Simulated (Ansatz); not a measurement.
in.yaml

```yaml
crystal:
  periodic: [false, false, false]
  atoms:
    - {symbol: Ge, position_ang: [0.000000, 0.000000, 0.000000]}
    - {symbol: Al, position_ang: [0.000000, 0.000000, 2.446378]}
basis:
  gaussian: {orbitals: cc-pVTZ}
total_charge: 1
magnetization: {spin_polarized: true, initial_magnetization: 0}
correlation: {method: ccsd_t, electrons: outside_noble_gas}
output: {forces: true}
```

```sh
$ ansatz run in.yaml --threads 1 --pin off --events-out ev --progress --plain --max-ram 2393MiB
```

Output:

```
508 factors; integrals over basis functions are off by at most 1.1e-3 eV
mean field evaluation 1: about -63047.7256 eV, gradient 7.2e0 eV
mean field evaluation 2: about -63047.7822 eV, gradient 7.2e0 eV
mean field evaluation 4: about -63048.2385 eV, gradient 5.5e-1 eV
mean field evaluation 8: about -63048.2425 eV, gradient 1.9e-3 eV
mean field evaluation 16: about -63048.2425 eV, gradient 3.5e-3 eV
mean field evaluation 32: about -63049.2681 eV, gradient 1.8e0 eV
mean field evaluation 64: about -63049.3275 eV, gradient 8.3e-1 eV
mean field evaluation 96: about -63048.4155 eV, gradient 3.4e-1 eV
mean field evaluation 128: about -63048.2425 eV, gradient 1.1e-2 eV
mean field evaluation 160: about -63049.7635 eV, gradient 3.2e-4 eV
...
cycle   7  -3.49393788 eV  change   -2.1e-7 eV  update   1.8e-6
cycle   8  -3.49393795 eV  change   -7.1e-8 eV  update   1.8e-6
cycle   9  -3.49393787 eV  change    7.7e-8 eV  update   1.7e-6
cycle  10  -3.49393794 eV  change   -7.1e-8 eV  update   1.7e-6
cycle  11  -3.49393784 eV  change    1.0e-7 eV  update   1.7e-6
cycle  12  -3.49393797 eV  change   -1.3e-7 eV  update   1.7e-6
cycle  13  -3.49393838 eV  change   -4.1e-7 eV  update   1.5e-6
cycle  14  -3.49393838 eV  change    7.6e-9 eV  update   1.3e-6
cycle  15  -3.49393828 eV  change    9.6e-8 eV  update   1.0e-6
cycle  16  -3.49393837 eV  change   -9.1e-8 eV  update   7.4e-7
perturbative correction -0.24332299 eV, -0.0089419550 hartree
WARN: the results are in doubt because among natural orbitals full CI differs from the method by +0.628 eV
the calculation of the forces begins
Total energy: -63053.00756989 eV, -2317.1552893301 hartree
Atom 0 at     0.000000     0.000000     0.000000 Å, force     0.000000     0.000000    -0.316225 eV/Å
Atom 1 at     0.000000     0.000000     2.446378 Å, force    -0.000000    -0.000000     0.316225 eV/Å
Dipole moment:    -0.000010     0.000106     0.943980 e Å
In doubt: among natural orbitals full CI differs from the method by +0.628 eV
```

Forces (eV/Å):
```
Ge   0.000  0.000 -0.316
Al   0.000  0.000  0.316
```

Ran on 1 thread of Arm Neoverse V1, shared host: 67 s wall, 0.27 GiB peak host memory.
